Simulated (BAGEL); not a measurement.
**A workflow on singlet SiH2SCl+**

Wanted: a single-point energy (singlet SiH2SCl+, HF/ANO-RCC-MB), then the energy (doublet SiH2SCl, CASSCF(3,3)/ANO-RCC-MB) of ClH2SSi. 

The results are computed with BAGEL 1.2.2.

6 further runs of the same task are left out: 6 set aside as unsound or not needed.

## Step 1: Starting point

The species is SiH2SCl+ (5 atoms), meant as a singlet with charge +1. SMILES of the parent species: `S[SiH]Cl`. The shape is that of a PBE0-D4/def2-TZVP optimisation. This is one conformer, not always the lowest. That shape belongs to the parent species and isn't relaxed for this state.

Bond lengths: S1–Si2 2.132 Å, Si2–Cl3 2.053 Å, S1–H4 1.346 Å, Si2–H5 1.494 Å. Angles: S1–Si2–Cl3 106.0°, S1–Si2–H5 111.3°, Cl3–Si2–H5 107.7°, Si2–S1–H4 92.6°.

## Step 2: The energy at HF/ANO-RCC-MB (density fitting with qzvpp-jkfit, Cartesian functions) (run 1)

Input file job.json:

```json
{ "bagel" : [

{
  "title" : "molecule",
  "basis" : "ano-rcc-mb.json",
  "df_basis" : "qzvpp-jkfit",
  "cartesian" : true,
  "geometry" : [
    { "atom" : "S", "xyz" : [    -2.81474706,     0.27344337,    -0.20862576 ] },
    { "atom" : "Si", "xyz" : [     1.19714150,     0.16232747,    -0.56011482 ] },
    { "atom" : "Cl", "xyz" : [     2.50218636,     3.45215168,     1.03084560 ] },
    { "atom" : "H", "xyz" : [    -3.08592276,    -2.03523504,    -1.23947137 ] },
    { "atom" : "H", "xyz" : [     2.29563930,    -1.99158236,     0.89913169 ] }
  ]
},

{ "title" : "hf", "charge" : 1 },

{ "title" : "print", "file" : "orbitals.molden", "orbitals" : true }

]}
```

The basis set ANO-RCC-MB is read from a file made from the Basis Set Exchange's data (not shown).

The run is started by

```bash
$ BAGEL_NUM_THREADS=1 BAGEL job.json > job.out
```

The log of the run:

```text
* using 1 threads per process

  ===============================================================
  ===============================================================

  Cartesian basis functions are used
  *** Geometry ***

  { "atom" : "S", "xyz" : [     -2.814747,      0.273443,     -0.208626 ] },
  { "atom" : "Si", "xyz" : [      1.197142,      0.162327,     -0.560115 ] },
  { "atom" : "Cl", "xyz" : [      2.502186,      3.452152,      1.030846 ] },
  { "atom" : "H", "xyz" : [     -3.085923,     -2.035235,     -1.239471 ] },
  { "atom" : "H", "xyz" : [      2.295639,     -1.991582,      0.899132 ] },

  Number of auxiliary basis functions:      505

  Since a DF basis is specified, we compute 2- and 3-index integrals:
    o Being stored without compression. Storage requirement is 0.003 GB

  Number of basis functions:       29
  Number of electrons      :       49

    * METHOD: MOLECULE                             0.14

  *** RHF ***

  === Nuclear Repulsion ===
   182.3036215186

      * DIIS with orbital gradients will be used.

  === RHF iteration (ano-rcc-mb.json) ===
      0      -1142.84302998          0.08866015           0.02
      1      -1144.69115173          0.04374989           0.02
      2      -1145.67187614          0.01638577           0.02
      3      -1145.80829895          0.00496983           0.02
      4      -1145.82476362          0.00154437           0.02
      5      -1145.82738712          0.00076329           0.02
      6      -1145.82822670          0.00022120           0.02
      7      -1145.82832254          0.00008391           0.02
      8      -1145.82833536          0.00002299           0.02
      9      -1145.82833616          0.00000489           0.02
     10      -1145.82833619          0.00000131           0.02
     11      -1145.82833619          0.00000033           0.02
     12      -1145.82833619          0.00000014           0.02
     13      -1145.82833619          0.00000004           0.02
     14      -1145.82833620          0.00000002           0.02
     15      -1145.82833619          0.00000001           0.02
    * SCF iteration converged.

    * Permanent dipole moment:
           (   -0.289877,     1.922044,     1.053370) a.u.

    * METHOD: HF                                   0.28

    * METHOD: PRINT                                0.00

  ===============================================================
```

It took 0.7 s on 1 thread of Intel Xeon 6975P-C (Granite Rapids), shared host; peak memory 0.078 GiB.

## Step 3: Doublet neutral SiH2SCl: a single-point energy at CASSCF(3,3)/ANO-RCC-MB (density fitting with qzvpp-jkfit, Cartesian functions, 2 states averaged) (run 2)

Input file job.json:

```json
{ "bagel": [

{
  "title": "molecule",
  "basis": "ano-rcc-mb.json",
  "df_basis": "qzvpp-jkfit",
  "angstrom": false,
  "cartesian": true,
  "geometry": [
    { "atom": "S", "xyz": [ -2.81474706,  0.27344337, -0.20862576 ] },
    { "atom": "Si", "xyz": [  1.19714150,  0.16232747, -0.56011482 ] },
    { "atom": "Cl", "xyz": [  2.50218636,  3.45215168,  1.03084560 ] },
    { "atom": "H", "xyz": [ -3.08592276, -2.03523504, -1.23947137 ] },
    { "atom": "H", "xyz": [  2.29563930, -1.99158236,  0.89913169 ] }
  ]
},
{ "title": "hf", "charge": 1 },
{ "title": "casscf", "nstate": 2, "nact": 3, "nclosed": 23, "nspin": 1, "active": [17, 25, 28], "maxiter": 200, "natocc": true },
{ "title": "print", "file": "orbitals.molden", "orbitals": true }

]}
```

The basis set ANO-RCC-MB is read from a file made from the Basis Set Exchange's data (not shown).

The run is started by

```bash
$ BAGEL_NUM_THREADS=1 BAGEL job.json > job.out
```

The log of the run:

```text
* using 1 threads per process

  ===============================================================
  ===============================================================

  Cartesian basis functions are used
  *** Geometry ***

  { "atom" : "S", "xyz" : [     -2.814747,      0.273443,     -0.208626 ] },
  { "atom" : "Si", "xyz" : [      1.197142,      0.162327,     -0.560115 ] },
  { "atom" : "Cl", "xyz" : [      2.502186,      3.452152,      1.030846 ] },
  { "atom" : "H", "xyz" : [     -3.085923,     -2.035235,     -1.239471 ] },
  { "atom" : "H", "xyz" : [      2.295639,     -1.991582,      0.899132 ] },

  Number of auxiliary basis functions:      505

  Since a DF basis is specified, we compute 2- and 3-index integrals:
    o Being stored without compression. Storage requirement is 0.003 GB

  Number of basis functions:       29
  Number of electrons      :       49

    * METHOD: MOLECULE                             0.14

  *** RHF ***

  === Nuclear Repulsion ===
   182.3036215186

      * DIIS with orbital gradients will be used.

  === RHF iteration (ano-rcc-mb.json) ===
      0      -1142.84302998          0.08866015           0.02
      1      -1144.69115173          0.04374989           0.02
      2      -1145.67187614          0.01638577           0.02
      3      -1145.80829895          0.00496983           0.02
      4      -1145.82476362          0.00154437           0.02
      5      -1145.82738712          0.00076329           0.02
      6      -1145.82822670          0.00022120           0.02
      7      -1145.82832254          0.00008391           0.02
      8      -1145.82833536          0.00002299           0.02
      9      -1145.82833616          0.00000489           0.02
     10      -1145.82833619          0.00000131           0.02
     11      -1145.82833619          0.00000033           0.02
     12      -1145.82833619          0.00000014           0.02
     13      -1145.82833619          0.00000004           0.02
     14      -1145.82833620          0.00000002           0.02
     15      -1145.82833619          0.00000001           0.02
    * SCF iteration converged.

    * Permanent dipole moment:
           (   -0.289877,     1.922044,     1.053370) a.u.

    * METHOD: HF                                   0.28

  ---------------------------
      CASSCF calculation
  ---------------------------

    ==== Active orbitals : =====
         Orbital 17
         Orbital 25
         Orbital 28
    ============================

    * nstate   :      2
    * nclosed  :     23
    * nact     :      3
    * nvirt    :      3
  === CASSCF iteration (ano-rcc-mb.json) ===

    * Using the second-order algorithm

      0  0     -1146.16253903     1.69e-02      0.01
      0  1     -1145.78297000     0.00e+00      0.01

      1  0     -1146.12691909     2.41e-02      0.10
      1  1     -1145.78406294     0.00e+00      0.10

      2  0     -1146.14638207     5.83e-03      0.09
      2  1     -1145.83013466     0.00e+00      0.09

      3  0     -1146.15979201     1.81e-02      0.08
      3  1     -1145.88890606     0.00e+00      0.08

      4  0     -1146.17075991     1.39e-02      0.07
      4  1     -1145.91701554     0.00e+00      0.07

      5  0     -1146.17598152     1.93e-03      0.07
      5  1     -1145.94947621     0.00e+00      0.07

      6  0     -1146.17975219     1.02e-03      0.07
      6  1     -1145.95480374     0.00e+00      0.07

      7  0     -1146.18081737     1.16e-03      0.07
      7  1     -1145.96220701     0.00e+00      0.07

      8  0     -1146.18100985     1.50e-03      0.07
      8  1     -1145.96639736     0.00e+00      0.07

[... 76 lines of this table left out ...]
     34  1     -1146.03487608     0.00e+00      0.07

     35  0     -1146.17613474     3.31e-08      0.07
     35  1     -1146.03487608     0.00e+00      0.07

     36  0     -1146.17613474     1.57e-08      0.06
     36  1     -1146.03487609     0.00e+00      0.06

     37  0     -1146.17613473     1.12e-08      0.09
     37  1     -1146.03487609     0.00e+00      0.09

     38  0     -1146.17613474     6.90e-09      0.10
     38  1     -1146.03487608     0.00e+00      0.10

    * Second-order optimization converged. *

     guess   0:   closed 1..                  open .1.
     guess   1:   closed .1.                  open 1..

  === FCI iteration ===

      0  0     -1146.16834338     1.73e-02      0.00
      0  1     -1146.02339144     1.86e-02      0.00

      1  0     -1146.17611249     1.35e-03      0.00
      1  1     -1146.03413064     3.46e-03      0.00

      2  0     -1146.17613454     1.12e-04      0.00
      2  1     -1146.03485286     8.62e-04      0.00

      3  0 *   -1146.17613474     1.73e-15      0.00
      3  1 *   -1146.03487608     1.25e-15      0.00

     * ci vector, state   0, <S^2> = 0.7500
       2a.     0.9857643708
       2.a     0.1264872758
       a2.     0.0620384565
       baa     0.0597153405
       aba     0.0549053141

     * ci vector, state   1, <S^2> = 0.7500
       a2.     0.9660665242
       2.a     0.1910588148
       a.2    -0.0911629128
       2a.    -0.0787235703
       .2a    -0.0757481978
       aab    -0.0737376104
       aba    -0.0595344655

    * METHOD: CASSCF                               2.99

    * METHOD: PRINT                                0.00

  ===============================================================
```

Wall time 3.9 s (1 thread of Intel Xeon 6975P-C (Granite Rapids), shared host); peak memory 0.14 GiB.

## Step 4: Outcome

| quantity | value |
| --- | --- |
| run 1, HF/ANO-RCC-MB: total energy | -1145.82834 Eh |
| run 1, HF/ANO-RCC-MB: HOMO energy | -18.27 eV |
| run 1, HF/ANO-RCC-MB: LUMO energy | -9.07 eV |
| run 1, HF/ANO-RCC-MB: HOMO–LUMO gap | 9.20 eV |
| doublet neutral SiH2SCl: energy of the lowest of 2 roots | -1146.17613 Eh |
| doublet neutral SiH2SCl: lowest excitation energy within this active space | 3.84 eV |

**Reading.** The basis (run 1, HF/ANO-RCC-MB) was made for a relativistic Hamiltonian, but the run is non-relativistic. The orbitals (doublet neutral SiH2SCl) are averaged over several states, so each root lies above its own optimum (it can stand above Hartree-Fock), and forces and dipoles share that bias. Excitation energies in a minimal basis are rough. The basis (doublet neutral SiH2SCl) was made for a relativistic Hamiltonian, but the run is non-relativistic.
